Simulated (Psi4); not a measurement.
# AlNH3O (SMILES [NH2][Al][OH]): a chain of runs

We compute a geometry optimisation (UPBE0-D3(BJ)/pcseg-1), then vibrational wavenumbers of AlNH3O. Input form: an ASE script.

The calculation is run with Psi4 1.11.

## 1. The structure to begin with

AlNH3O has 6 atoms, charge 0, and is taken as a doublet. As SMILES, `[NH2][Al][OH]`. The shape is that of a PBE0-D4/def2-TZVP optimisation. This is one conformer, not always the lowest. The run starts from this shape.

Bond lengths: N1–Al2 1.769 Å, Al2–O3 1.705 Å, N1–H4 1.009 Å, N1–H5 1.006 Å, O3–H6 0.956 Å. Angles: N1–Al2–O3 116.1°, Al2–N1–H4 124.1°, Al2–N1–H5 125.0°, Al2–O3–H6 122.8°, H4–N1–H5 110.9°.

## 2. A structure relaxation at UPBE0-D3(BJ)/pcseg-1 (density fitting) (run 1)

run_ase.py reads:

```python
import numpy as np
from ase.calculators.psi4 import Psi4
from ase import Atoms
from ase.optimize import FIRE

a = Atoms(['N', 'Al', 'O', 'H', 'H', 'H'], positions=[
    [-0.923900, 0.240200, -0.760800],
    [0.595200, 0.601300, 0.070700],
    [1.194100, -0.618500, 1.101200],
    [-1.434300, -0.623600, -0.657200],
    [-1.394700, 0.861600, -1.396800],
    [2.005700, -0.525100, 1.596800],
])
calc = Psi4(atoms=a, method='pbe0-d3bj2b', basis='pcseg-1', memory='1600MB', num_threads=1, charge=0, multiplicity=2, label='calc', reference='uks')
a.calc = calc

opt = FIRE(a)
done = opt.run(fmax=0.05, steps=60)
print('converged:', done)
for s, p in zip(a.symbols, a.positions):
    print(f'{s:2s} {p[0]:12.6f} {p[1]:12.6f} {p[2]:12.6f}')
```

Launch:

```console
$ python run_ase.py
```

calc.dat:

```text
[...]
  Running in c1 symmetry.
[...]
  Nuclear repulsion =   93.184084561261301
[...]
  Multiplicity = 2
[...]
  Nalpha       = 16
  Nbeta        = 15
[...]
    Number of basis functions: 61
[...]
   @DF-UKS iter   1:  -373.45623774647737   -2.72446e-01   1.79728e-02 DIIS/ADIIS
[...]
   @DF-UKS iter  13:  -373.96090775311683   -2.16005e-12   4.93742e-09 DIIS
[...]
   @S^2 Observed:                7.519718909E-01
[...]
    Orbital Energies [Eh]
    ---------------------
    Alpha Occupied:
       1A    -56.140241     2A    -19.174598     3A    -14.346218
       4A     -4.182398     5A     -2.716678     6A     -2.716297
       7A     -2.712041     8A     -0.994621     9A     -0.843568
      10A     -0.510560    11A     -0.483278    12A     -0.424446
      13A     -0.362562    14A     -0.330151    15A     -0.266593
      16A     -0.211466
    Alpha Virtual:
      17A     -0.009019    18A      0.023264    19A      0.044959
      20A      0.096024    21A      0.131040    22A      0.143427
      23A      0.157568    24A      0.157793    25A      0.274535
[...]
  @DF-UKS Final Energy:  -373.96090775311683
   => Energetics <=
    Nuclear Repulsion Energy =             93.1840845612613009
    One-Electron Energy =                -702.8639398204325062
    Two-Electron Energy =                 262.2730436439225059
    DFT Exchange-Correlation Energy =     -26.5514806090370428
    Empirical Dispersion Energy =          -0.0026155288310825
    VV10 Nonlocal Energy =                  0.0000000000000000
    Total Energy =                       -373.9609077531168282
[...]
 Multipole Moments:
 ------------------------------------------------------------------------------------
     Multipole            Electronic (a.u.)      Nuclear  (a.u.)        Total (a.u.)
 ------------------------------------------------------------------------------------
 L = 1.  Multiply by 2.5417464519 to convert [e a0] to [Debye]
 Dipole X            :          2.0863601           -2.0000886            0.0862715
 Dipole Y            :          1.5486163           -1.1477599            0.4008564
 Dipole Z            :          0.5989796           -0.7479809           -0.1490013
 Magnitude           :                                                    0.4362683
[...]
  -Total Gradient:
     Atom            X                  Y                   Z
    ------   -----------------  -----------------  -----------------
       1        0.000503645409    -0.000184855521     0.000433239264
       2       -0.000285486705    -0.000363673645    -0.000003896323
       3       -0.000756133558    -0.000308653338    -0.000347407637
       4       -0.000001229895    -0.000329621351     0.000169004018
       5        0.000692953846     0.000404060991     0.000255767777
       6       -0.000081121615     0.000594311752    -0.000360839296
[...]
```

The script printed:

```text
Step     Time          Energy          fmax
FIRE:    0 hh:mm:ss   -10175.987558        0.400742
FIRE:    1 hh:mm:ss   -10175.991468        0.280933
FIRE:    2 hh:mm:ss   -10175.993604        0.251165
FIRE:    3 hh:mm:ss   -10175.993870        0.197583
FIRE:    4 hh:mm:ss   -10175.994195        0.103381
FIRE:    5 hh:mm:ss   -10175.994356        0.077946
FIRE:    6 hh:mm:ss   -10175.994345        0.102972
FIRE:    7 hh:mm:ss   -10175.994367        0.099532
FIRE:    8 hh:mm:ss   -10175.994406        0.092923
FIRE:    9 hh:mm:ss   -10175.994457        0.083694
FIRE:   10 hh:mm:ss   -10175.994509        0.072698
FIRE:   11 hh:mm:ss   -10175.994555        0.061163
FIRE:   12 hh:mm:ss   -10175.994591        0.050762
FIRE:   13 hh:mm:ss   -10175.994619        0.045638
converged: True
N     -0.925497     0.240889    -0.762227
Al     0.599960     0.612696     0.068011
O      1.194862    -0.625123     1.105127
H     -1.438551    -0.628862    -0.657333
H     -1.400642     0.864249    -1.402147
H      2.011622    -0.527207     1.601854
```

Wall time 2 min (1 thread of Intel Xeon Platinum 8259CL at 2.50GHz (Skylake/Cascade Lake), shared host); peak memory 0.66 GiB.

Step by step:

```
step  energy from the first frame kept (eV)  largest force (eV/Å)
   0                                 0.0000                0.4007
   1                                -0.0039                0.2809
   2                                -0.0060                0.2512
   3                                -0.0063                0.1976
   4                                -0.0066                0.1034
   5                                -0.0068                0.0779
   6                                -0.0068                0.1030
   7                                -0.0068                0.0995
   8                                -0.0068                0.0929
   9                                -0.0069                0.0837
  10                                -0.0070                0.0727
  11                                -0.0070                0.0612
  12                                -0.0070                0.0508
  13                                -0.0071                0.0456
```

After the run. Bond lengths: N1–Al2 1.776 Å, Al2–O3 1.721 Å, N1–H4 1.015 Å, N1–H5 1.012 Å, O3–H6 0.961 Å. Angles: N1–Al2–O3 115.3°, Al2–N1–H4 124.4°, Al2–N1–H5 124.7°, Al2–O3–H6 122.1°, H4–N1–H5 110.8°.

## 3. The harmonic vibrations at UPBE0-D3(BJ)/pcseg-1 (density fitting) (run 2)

alh3no.sdf reads:

```

     RDKit          3D

  6  5  0  0  0  0  0  0  0  0999 V2000
   -0.9274    0.2374   -0.7617 N   0  0  0  0  0  0  0  0  0  0  0  0
    0.5981    0.6093    0.0685 Al  0  0  0  0  0  2  0  0  0  0  0  0
    1.1930   -0.6286    1.1056 O   0  0  0  0  0  0  0  0  0  0  0  0
   -1.4405   -0.6323   -0.6568 H   0  0  0  0  0  0  0  0  0  0  0  0
   -1.4025    0.8608   -1.4016 H   0  0  0  0  0  0  0  0  0  0  0  0
    2.0097   -0.5306    1.6024 H   0  0  0  0  0  0  0  0  0  0  0  0
  2  1  1  0
  3  2  1  0
  4  1  1  0
  5  1  1  0
  6  3  1  0
M  RAD  1   2   2
M  END
$$$$
```

run.py reads:

```python
import numpy as np
from ase.calculators.psi4 import Psi4
from ase.io import read
from ase.vibrations import Vibrations

a = read('alh3no.sdf')
calc = Psi4(atoms=a, method='pbe0-d3bj2b', basis='pcseg-1', memory='1600MB', num_threads=1, charge=0, multiplicity=2, label='psi4-calc', reference='uks')
a.calc = calc

vib = Vibrations(a, delta=0.01)
vib.run()
vib.summary()
```

Launch:

```console
$ python run.py
```

psi4-calc.dat, cut to the lines that bear on the results:

```text
[...]
  Running in c1 symmetry.
[...]
  Nuclear repulsion =   93.149256069053010
[...]
  Multiplicity = 2
[...]
  Nalpha       = 16
  Nbeta        = 15
[...]
    Number of basis functions: 61
[...]
   @DF-UKS iter   1:  -373.45620754909260   -2.74349e-01   1.79684e-02 DIIS/ADIIS
[...]
   @DF-UKS iter  13:  -373.96088653340655   -1.64846e-12   4.98216e-09 DIIS
[...]
   @S^2 Observed:                7.519749595E-01
[...]
  @DF-UKS Final Energy:  -373.96088653340655
   => Energetics <=
    Nuclear Repulsion Energy =             93.1492560690530098
    One-Electron Energy =                -702.8015624628134219
    Two-Electron Energy =                 262.2436000892461152
    DFT Exchange-Correlation Energy =     -26.5495649258547211
    Empirical Dispersion Energy =          -0.0026153030374635
    VV10 Nonlocal Energy =                  0.0000000000000000
    Total Energy =                       -373.9608865334065513
[...]
 Multipole Moments:
 ------------------------------------------------------------------------------------
     Multipole            Electronic (a.u.)      Nuclear  (a.u.)        Total (a.u.)
 ------------------------------------------------------------------------------------
 L = 1.  Multiply by 2.5417464519 to convert [e a0] to [Debye]
 Dipole X            :          2.0868611           -2.0002037            0.0866573
 Dipole Y            :          1.5478356           -1.1477612            0.4000744
 Dipole Z            :          0.5964117           -0.7387876           -0.1423759
 Magnitude           :                                                    0.4334050
[...]
  -Total Gradient:
     Atom            X                  Y                   Z
    ------   -----------------  -----------------  -----------------
       1        0.000483735784    -0.000169127549     0.000425629615
       2       -0.000412948242    -0.000391275715    -0.000103755661
       3       -0.005195236125    -0.000685585178    -0.003240007819
       4        0.000009021400    -0.000315255916     0.000166545907
       5        0.000688425294     0.000398858010     0.000270284995
       6        0.004500780332     0.000971873782     0.002626757979
[...]
```

On the terminal:

```text
---------------------
  #    meV     cm^-1
---------------------
  0    3.8i     30.6i
  1    3.2i     25.9i
  2    0.5i      4.0i
  3    0.3i      2.8i
  4    0.1i      0.9i
  5    2.1      17.1
  6   25.1     202.7
  7   34.1     274.9
  8   40.5     326.3
  9   43.5     350.9
 10   70.9     572.1
 11   81.5     657.7
 12   93.2     751.6
 13  108.7     876.7
 14  188.8    1523.0
 15  444.5    3585.0
 16  458.5    3697.9
 17  489.2    3945.7
---------------------
Zero-point energy: 1.040 eV
```

Run time: 5.2 min. Hardware: 1 thread of Intel Xeon Platinum 8259CL at 2.50GHz (Skylake/Cascade Lake), shared host; peak memory 1.1 GiB.

## 4. Outcome

| quantity | value |
| --- | --- |
| run 1, UPBE0-D3(BJ)/pcseg-1: total energy at the end | -373.96091 Eh |
| run 1, UPBE0-D3(BJ)/pcseg-1: dipole moment | 1.11 D |
| run 1, UPBE0-D3(BJ)/pcseg-1: HOMO energy (highest over α and β) | -5.75 eV |
| run 1, UPBE0-D3(BJ)/pcseg-1: LUMO energy (lowest over α and β) | -2.30 eV |
| run 1, UPBE0-D3(BJ)/pcseg-1: dispersion energy | -6.87 kJ/mol |
| run 1, UPBE0-D3(BJ)/pcseg-1: ⟨S²⟩ | 0.752 |

In words: The optimisation (run 1, UPBE0-D3(BJ)/pcseg-1) took 13 steps and changed the energy by -0.007 eV.
